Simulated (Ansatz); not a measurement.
# C₃H₈N₂: up Jacob's ladder to CCSD(T)

An exercise on one series of results from a longer session: the logs are not shown, and one member is left open.

Program: Ansatz 0.2.0, Gaussian basis. Level of theory: functionals in def2-TZVPP, the program's frozen cores in correlated methods. These are calculated values, not measurements.

Plan: PBE-D4, r2SCAN-D4, PBE0-D4, B3LYP-D4, ωB97X-V, ωB97M-V, B2PLYP; CCSD(T)/def2-TZVPP; MP2/def2-QZVPP; extrapolation to the limit.

## The geometry

The geometry comes from an earlier relaxation with PBE0-D4 in a triple-zeta def2 set; it is a stationary point, not always the lowest conformer.

SMILES `C=C(N)NC`, 13 atoms, charge 0, spin multiplicity 1.

Atoms are counted from 1 here; the program's logs count them from 0.

Bond lengths: C1–C2 1.341 Å, C1–H6 1.082 Å, C1–H7 1.082 Å, C2–N3 1.390 Å, C2–N4 1.392 Å, N3–H8 1.007 Å, N3–H9 1.010 Å, N4–C5 1.452 Å, N4–H10 1.008 Å, C5–H11 1.091 Å, C5–H12 1.099 Å, C5–H13 1.089 Å. Angles: C2–C1–H6 121.2°, C2–C1–H7 120.9°, H6–C1–H7 118.0°, C1–C2–N3 123.9°, C1–C2–N4 123.3°, N3–C2–N4 112.8°, C2–N3–H8 113.3°, C2–N3–H9 113.4°, H8–N3–H9 111.9°, C2–N4–C5 118.8°, C2–N4–H10 110.4°, C5–N4–H10 112.2°, N4–C5–H11 108.8°, N4–C5–H12 113.1°, N4–C5–H13 110.3°, H11–C5–H12 108.8°, H11–C5–H13 107.9°, H12–C5–H13 107.8°.

Set-up of the first run:

Contents of in.yaml:

```yaml
crystal:
  periodic: [false, false, false]
  atoms:
    - {symbol: C, position_ang: [-1.128014, 1.339361, 0.702265]}
    - {symbol: C, position_ang: [-0.262884, 0.331850, 0.513349]}
    - {symbol: N, position_ang: [-0.251957, -0.833689, 1.271115]}
    - {symbol: N, position_ang: [0.723689, 0.346048, -0.468163]}
    - {symbol: C, position_ang: [0.823942, -0.783620, -1.375279]}
    - {symbol: H, position_ang: [-1.769839, 1.370480, 1.572373]}
    - {symbol: H, position_ang: [-1.200133, 2.149555, -0.010556]}
    - {symbol: H, position_ang: [-0.903808, -0.815719, 2.038768]}
    - {symbol: H, position_ang: [0.673441, -1.109067, 1.569261]}
    - {symbol: H, position_ang: [0.720612, 1.228385, -0.956548]}
    - {symbol: H, position_ang: [1.682315, -0.632665, -2.031740]}
    - {symbol: H, position_ang: [-0.073845, -0.921657, -1.993593]}
    - {symbol: H, position_ang: [0.986882, -1.703863, -0.816351]}
basis:
  gaussian: {orbitals: def2-TZVPP}
hamiltonian: {xc: pbe, dispersion: d4}
output: {forces: true, orbitals: {seedname: orbitals}}
```

On the command line:

```sh
ansatz run in.yaml --threads 4 --pin off --events-out ev --progress --plain --max-ram 10444MiB
```

Among the steps run: PBE-D4 (GGA); r2SCAN-D4 (meta-GGA); PBE0-D4 (hybrid); B3LYP-D4 (hybrid); ωB97X-V (range-separated); ωB97M-V (range-separated); B2PLYP (double hybrid); CCSD(T) in def2-TZVPP; MP2 in def2-QZVPP.

One of the session's tables, all rows but one given; the rest of the session is left out.

| method | atoms, summed (eV) | atomisation energy (kJ/mol) |
| --- | --- | --- |
| PBE-D4 | -6161.994 | 5174.9 |
| r2SCAN-D4 | -6167.738 | 5020.7 |
| PBE0-D4 | -6163.707 | 5064.2 |
| B3LYP-D4 | -6171.641 | 5054.1 |
| ωB97X-V | -6169.265 | 5038.0 |
| ωB97M-V | -6168.203 | 5046.4 |
| B2PLYP | -6166.334 | 4983.2 |
| HF/def2-TZVPP | -6146.546 | 3527.2 |
| MP2/def2-TZVPP | -6157.106 | 4939.9 |
| CCSD/def2-TZVPP | -6159.646 | 4794.4 |
| CCSD(T)/def2-TZVPP | ? | ? |
| MP2/CBS | -6158.943 | 5079.4 |
| CCSD(T)/CBS | -6161.772 | 5012.7 |

Q: Estimate the row for CCSD(T)/def2-TZVPP from the others.

As computed: atoms, summed (eV): -6159.935; atomisation energy (kJ/mol): 4873.3. In the column «atoms, summed (eV)» it lies between CCSD(T)/CBS (-6161.772) and CCSD/def2-TZVPP (-6159.646).

Caveats from the session: Free atoms (3 C, 2 N, 8 H) were run apart at each level; the atomisation energy is their sum less the molecule, without zero-point or spin-orbit terms.
